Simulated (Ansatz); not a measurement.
# BH3O2: how energies converge with the basis set

The task here is to estimate one member of a computed series from the others.

The runs use Ansatz 0.2.0, Gaussian basis; one geometry, several basis sets.

Plan: PBE0-D4/def2-SVP; ωB97M-V/def2-SVP; PBE0-D4/def2-QZVPP; ωB97M-V/def2-QZVPP; the functionals' def2-TZVPP values are taken from earlier runs.

## Structure used throughout

An earlier PBE0-D4 in a triple-zeta def2 set relaxation fixed the geometry.

SMILES `OBO`, 6 atoms, charge 0, spin multiplicity 1.

Atoms are counted from 1 here; the program's logs count them from 0.

Bond lengths: O1–B2 1.356 Å, O1–H4 0.958 Å, B2–O3 1.356 Å, B2–H5 1.205 Å, O3–H6 0.958 Å. Angles: B2–O1–H4 112.7°, O1–B2–O3 116.8°, O1–B2–H5 121.6°, O3–B2–H5 121.6°, B2–O3–H6 112.7°.

The first run:

in.yaml

```yaml
crystal:
  periodic: [false, false, false]
  atoms:
    - {symbol: O, position_ang: [-1.176211, -0.524494, -0.251839]}
    - {symbol: B, position_ang: [0.049477, 0.028108, -0.072891]}
    - {symbol: O, position_ang: [0.580607, -0.053848, 1.172455]}
    - {symbol: H, position_ang: [-1.494726, -0.433523, -1.150617]}
    - {symbol: H, position_ang: [0.637775, 0.565587, -0.976143]}
    - {symbol: H, position_ang: [1.445180, 0.354069, 1.232835]}
basis:
  gaussian: {orbitals: def2-SVP}
hamiltonian: {xc: pbe0, dispersion: d4}
output: {orbitals: {seedname: orbitals}}
```

Steps of the session up to this table: PBE0-D4 in def2-SVP; ωB97M-V in def2-SVP; PBE0-D4 in def2-QZVPP; ωB97M-V in def2-QZVPP.

One table of the session follows, with a row left open; its other results are not shown here.

It belongs to the step «Functionals by basis». 

| functional | basis | HOMO (eV) | LUMO (eV) |
| --- | --- | --- | --- |
| PBE0-D4 | def2-SVP | -8.94 | 1.35 |
| PBE0-D4 | def2-TZVPP | ? | ? |
| PBE0-D4 | def2-QZVPP | -9.19 | 0.71 |
| ωB97M-V | def2-SVP | -11.32 | 3.47 |
| ωB97M-V | def2-TZVPP | -11.55 | 2.20 |
| ωB97M-V | def2-QZVPP | -11.60 | 1.72 |

**Question.** Estimate the row for PBE0-D4, def2-TZVPP.

**Answer.** HOMO (eV): -9.14; LUMO (eV): 0.90. In the column «HOMO (eV)» it lies between PBE0-D4, def2-QZVPP (-9.19) and PBE0-D4, def2-SVP (-8.94).
